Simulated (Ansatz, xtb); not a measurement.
O2P2: which of two isomers lies lower

Structure X: `O1P=[O+][P-]1`, a singlet. Structure Y: `O1P2OP12`, a singlet. Both are isolated molecules in the gas phase, relaxed with PBE0-D4/def2-TZVP.

X (Å):

```xyz
4

O    -0.1564   -0.7703    0.2712
O    -0.5166    1.3846   -0.0186
P    -0.3237    0.4730    1.3426
P    -0.3493    0.1414   -1.0900
```

Y (Å):

```yaml
atoms:
  - { symbol: O, position_ang: [0.8247, 0.6094, 0.5036] }
  - { symbol: O, position_ang: [-1.4347, 0.3373, 0.7686] }
  - { symbol: P, position_ang: [-0.1052, -0.0970, 1.7554] }
  - { symbol: P, position_ang: [-0.2862, -0.4900, -0.1943] }
```

Task: Estimate which is lower in electronic energy at CCSD(T)/def2-TZVPP, and by roughly how much.

Result: The CCSD(T)/def2-TZVPP calculation puts structure X lower, by 10.6 kcal/mol.

How the difference moves with the method:

```tsv
level	geometry	E(Y) − E(X) (kcal/mol)	departure from the last row (kcal/mol)	job, with rough time for the two
GFN2-xTB	GFN2-xTB	+13.5	+2.9	optimisation, 2.7 s
HF/STO-3G	GFN2-xTB	+10.8	+0.2	single point, 1.8 s
r2SCAN-D4/def2-SVP	GFN2-xTB	+10.9	+0.3	single point, 7.5 s
PBE0-D4/def2-TZVP	PBE0-D4/def2-TZVP	+5.0	−5.6	optimisation, 51 s
HF/def2-TZVPP	PBE0-D4/def2-TZVP	+2.5	−8.1	part of the CCSD(T) run
MP2/def2-TZVPP	PBE0-D4/def2-TZVP	+12.7	+2.1	part of the CCSD(T) run
CCSD(T)/def2-TZVPP	PBE0-D4/def2-TZVP	+10.6		single point, 52 s
```

As drawn, Y has 1 O–P, 1 P–P in place of 1 O=P. Structure X has a 4-membered ring, Y 2 3-membered rings.

None of the levels shown reverses the order. The largest departure from CCSD(T)/def2-TZVPP is that of HF/def2-TZVPP, 8.1 kcal/mol. The closed-shell reference of X is unstable towards spin breaking, so its energies are less sure.

With harmonic frequencies from PBE0-D4/def2-TZVP (ideal gas, rigid rotor, one conformer each, 298.15 K, 1 atm): on the last row, ΔE + ΔZPE = +10.0, ΔH = +10.2, ΔG = +9.5 kcal/mol.

The T1 diagnostic of structure Y is large, so the coupled-cluster value is less sure. The correlated steps freeze 12 core orbitals. Programs: Ansatz 0.2.0, xtb 6.7.1; the last row on 2 threads of Intel(R) Xeon(R) Processor @ 2.50GHz (Skylake/Cascade Lake) on a shared host.
